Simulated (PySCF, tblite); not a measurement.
# CH4BrO−, an ion with solvent molecules: NMR shifts, interaction energy, infrared bands, spin-spin couplings, core binding energies and electronic excitations

The task here is to estimate one member of a computed series from the others.

Programs: tblite 0.8.0 and PySCF 2.14.0. All values are calculated, for the isolated system unless a continuum is named. Atoms count from 0, parts from 1.

## Starting point

7 atoms, charge -1, multiplicity 1; geometry: rigid parts in contact. Parts: 1 = atom 0, `[Br-]`, charge -1; 2 = atoms 1–6, `CO`, charge 0.

Set-up of the first run:

What the job is given:

```
{"job": {"kind": "dock", "xc": "GFN2-xTB", "basis": "xTB"}, "charge": -1, "multiplicity": 1, "parts": [{"atoms": "0-0", "charge": -1, "multiplicity": 1}, {"atoms": "1-6", "charge": 0, "multiplicity": 1}]}
Br     0.000000     0.000000     0.000000
C      2.193947     1.001217     2.397453
O      2.840999     0.007642     3.153625
H      1.222154     0.658848     2.025378
H      2.038142     1.846235     3.065555
H      2.805436     1.327246     1.549020
H      2.997791    -0.760508     2.594404
```

Level: GFN2-xTB search for minima from random contacts, gas phase.

Command:

```bash
> OMP_NUM_THREADS=1 python cluster_run.py task.json out
```

One launch serves the whole session: the jobs run in the order shown.

Among the steps run: Search for minima with GFN2-xTB; Geometry optimisation at PBE0-D3(BJ)/def2-TZVPD; Nuclear shieldings: PBE0/aug-pcSseg-2; Coupled-cluster interaction energy: CCSD(T) and MP2.

One of the session's tables, all rows but one given; the rest of the session is left out.

It belongs to the step «Coupled-cluster interaction energy: CCSD(T) and MP2». 

| method | interaction energy (kcal/mol) |
| --- | --- |
| HF/aug-cc-pVDZ | -10.17 |
| MP2/aug-cc-pVDZ | ? |
| CCSD/aug-cc-pVDZ | -12.64 |
| CCSD(T)/aug-cc-pVDZ | -13.15 |
| HF/aug-cc-pVQZ | -10.36 |
| MP2/aug-cc-pVQZ | -14.98 |
| SCS-MP2/aug-cc-pVQZ | -13.76 |
| MP2, extrapolated | -15.22 |
| CCSD(T), limit estimate | -14.82 |

Q: Estimate the row for MP2/aug-cc-pVDZ from the others.

**Answer.** interaction energy (kcal/mol): -13.55. In the column «interaction energy (kcal/mol)» it lies between SCS-MP2/aug-cc-pVQZ (-13.76) and CCSD(T)/aug-cc-pVDZ (-13.15).

Limits of these values: The interaction energy leaves out the deformation of the parts, 0.82 kcal/mol (MP2); added to the CCSD(T) estimate it gives a binding of about -14.00 kcal/mol.
